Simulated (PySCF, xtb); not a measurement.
thiophene (C4H4S), SMILES c1ccsc1.

GFN2-xTB in xtb at its own geometry gives an orbital gap of 4.10 eV and a dipole moment of 0.91 D.

The structure is a stationary point at PBE0-D3(BJ)/def2-SVP.

Problem. What does PySCF with CAM-B3LYP/def2-TZVP give? (An estimate is asked for; the answer gives what the named calculation found.)

Solution. gap 8.79 eV (levels -8.11 and 0.67 eV), dipole 0.48 D.
